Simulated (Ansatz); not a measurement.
triplet Al2: levels of theory in one basis

```xyz
2

Al    0.0000    0.0000    0.0000
Al    0.0000    0.0000    2.9711
```

Basis set: def2-SVP (spherical functions). Left uncorrelated: 10 orbitals. Correlation on ROHF uses semicanonical orbitals with singles. Charge 0, multiplicity 3.

Computed with Ansatz (development build ahead of 0.2.0); each method stands on the lowest determinant of its kind that the runs found.

| method | E − E(ROHF) (eV) | <S²> of the determinant |
| --- | --- | --- |
| ROHF | 0.00 | 2.00 |
| UHF | -0.13 | 2.04 |
| ROHF-MP2 | -2.14 | – |
| UHF-MP2 | -2.10 | 2.04 |
| ROHF-CCSD(T) | -3.00 | – |
| UHF-CCSD(T) | -3.00 | 2.04 |

(1) Is a single determinant a sound starting point here?

Results:

(1) By this sign, yes. Unrestricted orbitals gain 0.13 eV and <S²> is 2.04 against 2.00 for a pure state.
